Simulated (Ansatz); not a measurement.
`C=C=CC` + H₂ → `C=C=C` + CH₄ at 500 K and 1 bar (hydrogenolysis of a C–C bond).

Calculated with Ansatz (gas phase, PBE0-D4/def2-TZVP geometries, no zero-point term in ΔE). CBS: MP2 limit from def2 TZ/QZ plus the TZ coupled-cluster correction, frozen cores. This one scheme is used for every species.

```
 species  CCSD(T)/CBS energy (Eh)  H − E (kJ/mol)  S (J/(mol·K))
`C=C=CC`               -155.75749           255.9          339.0
      H₂                 -1.17544            41.0          145.5
 `C=C=C`               -116.49399           171.5          278.2
     CH₄                -40.46206           135.6          206.8
```

H − E and S are ideal-gas, rigid-rotor, harmonic terms from PBE0-D4/def2-TZVP. The MP2-based limit puts H₂ 0.8 mEh under its directly extrapolated value; such offsets cancel only in part. 1 Eh = 2625.50 kJ/mol, R = 8.31446 J/(mol·K).

Task: By hand: ΔE, ΔH, ΔS and ΔG.

Result: ΔE = (-116.49399) + (-40.46206) − (-155.75749) − (-1.17544) = -0.02312 Eh = -60.7 kJ/mol. Δ(H − E) = 171.5 + 135.6 − 255.9 − 41.0 = 10.2, so ΔH = -50.5 kJ/mol. ΔS = 278.2 + 206.8 − 339.0 − 145.5 = 0.5 J/(mol·K). ΔG = -50.5 − 500 × (0.5)/1000 = -50.8 kJ/mol.

Task: By hand: the equilibrium constant, and the temperature at which ΔG would vanish if ΔH and ΔS stayed fixed.

Result: log₁₀ K = −ΔG/(RT ln 10) = 5.3. ΔH and −TΔS have one sign here, so there is no such temperature. One of them is within its doubt of zero, so this could turn.

The number of gas molecules stays the same, so ΔS is small and ΔH decides. A doubt of 5 kJ/mol in ΔE shifts log₁₀ K by 0.5 here. These are equilibria of isolated gas molecules and say nothing of rates. Largest T1 diagnostic: 0.012 (customary marks: 0.02 for closed shells, 0.045 for open ones).
